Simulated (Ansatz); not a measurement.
C5H8O can be A, `CC1C=COC1`, or B, `C=CCC1CO1`.

Calculated with Ansatz (gas phase, PBE0-D4/def2-TZVP geometries, no zero-point term in ΔE). CCSD(T)/CBS adds triple-zeta CCSD(T) − MP2 to the extrapolated MP2 energy (def2 sets, frozen cores). DFT in def2-TZVPP. B3LYP here is the variant with VWN-RPA as its local correlation; programs differ in this. One conformer a species, not always the lowest.

A:

Z-matrix (Å, degrees):
```
C
C 1 1.525
H 1 1.094 2 111.2
H 1 1.093 2 111.0 3 120.1
H 1 1.093 2 110.5 3 -120.3
C 2 1.507 1 112.4 3 178.1
C 2 1.538 1 113.7 3 65.3
H 2 1.095 1 108.9 3 -57.4
C 6 1.327 2 108.5 1 -108.2
H 6 1.079 2 125.4 1 66.5
O 7 1.438 2 107.1 1 102.8
H 7 1.091 2 113.4 1 -16.2
H 7 1.094 2 111.5 1 -139.9
H 9 1.081 6 129.9 2 175.3
```

B:

Z-matrix (Å, degrees):
```
C
C 1 1.495
C 1 1.498 2 114.8
H 1 1.097 2 109.0 3 -122.5
H 1 1.097 2 109.7 3 122.6
C 2 1.326 1 126.2 3 -6.4
H 2 1.088 1 115.1 3 173.7
C 3 1.459 1 121.8 2 92.6
O 3 1.419 1 116.3 2 161.0
H 3 1.090 1 115.6 2 -61.7
H 6 1.084 2 121.0 1 -179.8
H 6 1.084 2 122.2 1 -0.0
H 8 1.088 3 118.9 1 -0.2
H 8 1.087 3 120.1 1 -153.1
```

**Question.** Which isomer does CCSD(T)/CBS put lower? Give the gap. (Estimate.)

**Answer.** Ansatz gave: A, by 103.0 kJ/mol.

**Question.** Give E(B) − E(A) in kJ/mol with MP2/def2-TZVPP, B3LYP, PBE-D4, PBE0-D4, B3LYP-D4, ωB97M-V, B2PLYP. (An estimate is asked.)

**Answer.** Ansatz gave: MP2/def2-TZVPP 104.7, B3LYP 96.6, PBE-D4 100.1, PBE0-D4 105.1, B3LYP-D4 100.6, ωB97M-V 102.0, B2PLYP 100.5. None reverses the order clearly.

Largest T1 diagnostic: 0.012.

In def2-TZVPP, CCSD(T) changes the Hartree–Fock value by +3.3 kJ/mol (the triples alone add +1.0 kJ/mol) and MP2 by +5.3 kJ/mol. The D4 term adds +4.1 kJ/mol with B3LYP and +1.9 kJ/mol with PBE0; it sums over pairs of atoms, weighted by their polarisabilities, and B3LYP, whose exchange is more repulsive, gets the larger term.
